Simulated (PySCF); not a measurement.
Methyl alcohol, CH4O, SMILES CO, point group Cs.

Force field and properties: PBE0/pcSseg-2 (PySCF, grid level 2). Vibrational terms come from second-order perturbation theory with semi-diagonal cubic constants, by steps of ±0.6 along the normal coordinates of each isotopologue. The parent has the commonest isotopes.

Equilibrium geometry (Å):

```
atom        x        y        z
  C1  -0.3483  -0.0659  -0.0047
  O2   0.9349   0.0563  -0.5745
  H3  -1.0222  -0.3840  -0.7990
  H4  -0.7184   0.8845   0.3956
  H5  -0.3808  -0.8184   0.7910
  H6   1.5474   0.3355   0.1053
```

An isotope shift is δ(isotopologue) − δ(parent), that is, the negative of the change in the averaged GIAO shielding; n counts bonds from the nearest label (0: the labelled atom itself). These are computed values; those of heavy atoms are rounded to 5 ppb, about the numerical noise. One-bond deuterium shifts of ¹³C at such levels come out too large, by a quarter to a half.

Q: What isotope shifts arise with ²H at 4?

A: 
| nucleus | n | 0 K (ppb) | 250 K (ppb) |
| --- | --- | --- | --- |
| H4 | 0 | -122 | -119 |
| C1 | 1 | -345 | -345 |
| O2 | 2 | -465 | -415 |
| H3 | 2 | -22 | -22 |
| H5 | 2 | -20 | -21 |
| H6 | 3 | -12 | -8 |

Q: What isotope shifts arise with ²H at 6?

A: 
```csv
nucleus,n,0 K (ppb),250 K (ppb)
H6,0,-174,-169
O2,1,-2410,-2895
C1,2,-165,-190
H3,3,-13,-11
H4,3,-16,-16
H5,3,-16,-16
```

Q: What isotope shifts arise with ¹³C at 1, ²H at 4?

A: 
```json
{"nucleus": "C1", "n": "0", "0 K (ppb)": "-365", "250 K (ppb)": "-365"}
{"nucleus": "H4", "n": "0", "0 K (ppb)": "-125", "250 K (ppb)": "-122"}
{"nucleus": "O2", "n": "1", "0 K (ppb)": "-515", "250 K (ppb)": "-460"}
{"nucleus": "H3", "n": "1", "0 K (ppb)": "-24", "250 K (ppb)": "-24"}
{"nucleus": "H5", "n": "1", "0 K (ppb)": "-23", "250 K (ppb)": "-23"}
{"nucleus": "H6", "n": "2", "0 K (ppb)": "-13", "250 K (ppb)": "-9"}
```

Internal rotors are held in one well.
